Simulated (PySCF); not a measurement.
## Energy of F⁻ (fluorine, charge -1) between two integer charges

The 2p beta orbital of [Ne] is emptied in steps (occupation f), with all orbitals relaxed, ending at [He] 2s2 2p5. All numbers are calculated (PySCF 2.14, the non-relativistic Hamiltonian (point nucleus), in aug-cc-pVTZ (5s4p3d2f, 46 functions)). The exact energy is a straight line in f; departures are measured from the line between the end points of the same method.

| f | LDA (eV) | PBE (eV) | PBE0 (eV) | r2SCAN (eV) | MN15 (eV) | HSE06 (eV) |
| --- | --- | --- | --- | --- | --- | --- |
| 1 | 0.000 | 0.000 | 0.000 | 0.000 | 0.000 | 0.000 |
| 0.75 | -1.065 | -1.008 | -0.609 | -0.886 | -0.440 | -0.685 |
| 0.5 | -1.463 | -1.376 | -0.837 | -1.191 | -0.608 | -0.938 |
| 0.25 | -1.126 | -1.051 | -0.642 | -0.898 | -0.463 | -0.717 |
| 0 | 0.000 | 0.000 | 0.000 | 0.000 | 0.000 | 0.000 |

For LDA, how does the orbital energy at f = 1 compare with the removal energy?

−ε = -1.369 eV against a total-energy difference of 4.125 eV. By Janak's theorem ε = ∂E/∂f, so the gap between them reflects the curvature. Along the path −ε is 1.150 (f = 0.75), 3.962 (f = 0.5), 7.023 (f = 0.25) eV.

```json
{"method": "LDA", "E(f=0) − E(f=1) (eV)": "4.125", "−ε at f=1 (eV)": "-1.369", "−ε at f=0.5 (eV)": "3.962"}
{"method": "PBE", "E(f=0) − E(f=1) (eV)": "3.653", "−ε at f=1 (eV)": "-1.574", "−ε at f=0.5 (eV)": "3.537"}
{"method": "PBE0", "E(f=0) − E(f=1) (eV)": "3.243", "−ε at f=1 (eV)": "0.127", "−ε at f=0.5 (eV)": "3.154"}
{"method": "r2SCAN", "E(f=0) − E(f=1) (eV)": "3.313", "−ε at f=1 (eV)": "-1.336", "−ε at f=0.5 (eV)": "3.290"}
{"method": "MN15", "E(f=0) − E(f=1) (eV)": "3.363", "−ε at f=1 (eV)": "1.142", "−ε at f=0.5 (eV)": "3.298"}
{"method": "HSE06", "E(f=0) − E(f=1) (eV)": "3.242", "−ε at f=1 (eV)": "-0.282", "−ε at f=0.5 (eV)": "3.155"}
```

At f = 1 the orbital energy is positive for LDA, PBE, r2SCAN, HSE06: only the finite basis holds the electron.

Reference removal energy between the ground levels: 3.401 eV (measured; photodetachment measurements, as compiled on the Wikipedia data page of electron affinities). The calculation has no spin-orbit coupling.
